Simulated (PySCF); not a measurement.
## The first ionisation energy along group 13

Calculated with PySCF 2.14 from differences of total energies of unrestricted determinants, without spin-orbit coupling. Values in eV. The last column holds reference values (NIST; (s) semi-empirical, (t) theoretical, else measured). Unmarked ones compare directly (S terms, centres of terms, or small fine structure); those marked * lie between the lowest fine-structure levels and include a spin-orbit shift.

```csv
element,configurations,MP2 (valence and next inner shell),PBE,r2SCAN,MP2 (valence),SCS-MP2 (valence),CCSD(T) (valence),reference
"B (ANO-RCC-VTZP, spin-free X2C)",[He] 2s2 2p1 → [He] 2s2,8.266,8.651,8.764,8.247,8.214,8.186,8.297
"Al (ANO-RCC-VTZP, spin-free X2C)",[Ne] 3s2 3p1 → [Ne] 3s2,5.788,6.060,6.165,5.812,5.798,5.931,5.977
"Ga (ANO-RCC-VTZP, spin-free X2C)",[Ar] 3d10 4s2 4p1 → [Ar] 3d10 4s2,5.729,5.983,6.122,5.676,5.654,5.753,5.931
"In (ANO-RCC-VTZP, spin-free X2C)",[Kr] 4d10 5s2 5p1 → [Kr] 4d10 5s2,5.429,5.620,5.738,5.374,5.356,5.441,5.603
"Tl (ANO-RCC-VTZP, spin-free X2C)",[Xe] 4f14 5d10 6s2 6p1 → [Xe] 4f14 5d10 6s2,5.295,5.422,5.505,5.158,5.140,5.214,5.464
```

| method | elements | mean error (eV) | mean absolute error (eV) | largest error (eV) |
| --- | --- | --- | --- | --- |
| MP2 (valence and next inner shell) | 5 | -0.153 | 0.153 | -0.202 |
| PBE | 5 | 0.093 | 0.110 | 0.354 |
| r2SCAN | 5 | 0.204 | 0.204 | 0.467 |
| MP2 (valence) | 5 | -0.201 | 0.201 | -0.306 |
| SCS-MP2 (valence) | 5 | -0.222 | 0.222 | -0.324 |
| CCSD(T) (valence) | 5 | -0.149 | 0.149 | -0.250 |

Errors include the incompleteness of the basis and the frozen core.

"Valence" correlates the outer s and p shells and, in groups 3 to 12 and the f block, the outer d or f shell, open or full, or the next shell where the ion has no valence electron left; the wider scheme adds the next inner shell.
